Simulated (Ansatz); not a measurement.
`C#CNC(C)=O`. Charge 0, multiplicity 1. The geometry is a stationary point of PBE0-D4/def2-TZVP.

```xyz
11

C     0.422    0.253   -2.927
C     0.464    0.200   -1.730
N     0.520    0.145   -0.392
C    -0.559   -0.220    0.403
C    -0.281   -0.152    1.880
O    -1.620   -0.535   -0.064
H     0.378    0.295   -3.989
H     1.386    0.396    0.055
H    -0.669    0.794    2.265
H     0.780   -0.218    2.126
H    -0.821   -0.959    2.373
```

**Question.** What is the dipole moment at r2SCAN/def2-TZVPP? (Best estimate.)

**Answer.** Ansatz gave: 3.75 D, with components (3.07, 0.96, 1.94) D in this frame, pointing from negative to positive charge.

**Question.** And with PBE, B3LYP, ωB97M-V? (Estimate.)

**Answer.** Ansatz gave: PBE 3.64 D, B3LYP 3.78 D, ωB97M-V 3.79 D.

**Question.** Give the Mulliken charges with r2SCAN, PBE, ωB97M-V in def2-TZVPP. (Estimate.)

**Answer.** The calculation gave: 
| atom | r2SCAN | PBE | ωB97M-V |
| --- | --- | --- | --- |
| C1 | -0.24 | -0.23 | -0.19 |
| C2 | 0.04 | 0.01 | -0.01 |
| N3 | -0.23 | -0.12 | -0.19 |
| C4 | 0.30 | 0.19 | 0.28 |
| C5 | -0.17 | -0.27 | -0.31 |
| O6 | -0.34 | -0.26 | -0.31 |
| H7 | 0.27 | 0.23 | 0.26 |
| H8 | 0.18 | 0.17 | 0.14 |
| H9 | 0.08 | 0.11 | 0.13 |
| H10 | 0.03 | 0.07 | 0.08 |
| H11 | 0.08 | 0.11 | 0.13 |

B3LYP here is the variant with VWN-RPA as its local correlation; programs differ in this.
